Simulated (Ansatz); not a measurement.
**triplet PF: levels of theory in one basis**

```xyz
2

P     0.0000    0.0000    0.0000
F     0.0000    0.0000    1.6695
```

Basis set: def2-SVP (spherical functions). Left uncorrelated: 6 orbitals. Correlation on ROHF uses semicanonical orbitals with singles. Charge 0, multiplicity 3.

Computed with Ansatz (development build ahead of 0.2.0); each method stands on the lowest determinant of its kind that the runs found.

```csv
method,E − E(ROHF) (eV),<S²> of the determinant
ROHF,0.00,2.00
UHF,-0.16,2.03
ROHF-MP2,-7.30,–
UHF-MP2,-7.27,2.03
```

(1) What does ROHF-CCSD(T) give on the same scale?

## Answers

(1) -7.89 eV.
